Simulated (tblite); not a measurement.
Compound: C2H5OS (doublet state).
SMILES with atom numbers: `[CH2:1][S@@:2]([CH3:3])=[O:4]` (hydrogens: H5, H6 on C1; H7, H8, H9 on C3)

Geometry (GFN2-xTB, Å), atoms numbered from 1 in this order:
```xyz
9
C2H5OS angstrom
C      1.4475   -0.2757   -0.2325
S      0.1499    0.8408   -0.4536
C     -1.2487   -0.2400    0.1538
O      0.2909    1.9263    0.5134
H      2.3688    0.1060    0.1670
H      1.5098   -1.0686   -0.9551
H     -1.2757   -1.1284   -0.4639
H     -2.1655    0.3297    0.0526
H     -1.0636   -0.4841    1.1931
```

Computed with GFN2-xTB (tblite): harmonic, unscaled wavenumbers at the GFN2-xTB geometry, gas phase. This tight-binding method is rough: wavenumbers can miss measured ones by several per cent, in bad cases by 10 to 20. One conformer, not necessarily the lowest. Open shells enter through the occupations alone, without spin polarisation, and single modes of such species can be off by tens of per cent.

Harmonic wavenumbers (cm⁻¹): 142.1, 222.2, 257.7, 312.2, 384.3, 569.0, 652.5, 761.7, 838.7, 862.0, 878.0, 1137.5, 1256.3, 1329.5, 1425.2, 1438.4, 3058.9, 3075.9, 3089.0, 3104.8, 3162.0.

A = 7682, B = 6943, C = 4285 MHz; mass 77.006 u (most abundant isotopes); point group C1, symmetry number 1; spin multiplicity 2.

Q: What is the zero-point energy?

A: Half the sum of the wavenumbers: 13979 cm⁻¹ = 167.23 kJ/mol.

Q: Give the ideal-gas entropy at 200 K and 1 bar in the rigid-rotor, harmonic-oscillator model (classical rotation).

A: Translation 154.73, rotation 98.60, vibration 25.03, spin (R ln 2) 5.76: S = 284.1 J/(mol K).

Q: And Cp and H(200 K) − H(0)?

A: Cp = 71.53 J/(mol K), of which vibrations give 38.27 (their classical limit is 21 R = 174.6); H(200 K) − H(0) = 9.90 kJ/mol without the zero-point energy, 3.25 from vibrations.

Q: What must be added to the electronic energy to get the Gibbs energy at 200 K and 1 bar?

A: ZPE + [H(200 K) − H(0)] − T·S = 167.23 + 9.90 − 56.83 = 120.30 kJ/mol.

Q: Blend soft modes into free rotors: weight 1/[1 + (100 cm⁻¹/ν̃)⁴] for the oscillator and the rest for a rotor with moment μB/(μ + B), μ = h/(8π²ν), B = 10⁻⁴⁴ kg m². What vibrational entropy results?

A: 25.25 J/(mol K) in place of 25.03, which changes −T·S at 200 K by -0.04 kJ/mol.

Hindered rotation and anharmonicity are outside this model. Other conformers, if any are populated, would add a mixing term that is left out. The structure is chiral; the term R ln 2 for an equal mix with its mirror image is left out.

The run took 0.14 s wall on one thread of an Arm Neoverse V1, no GPU, on a shared host. The figure is for the frequency step alone.
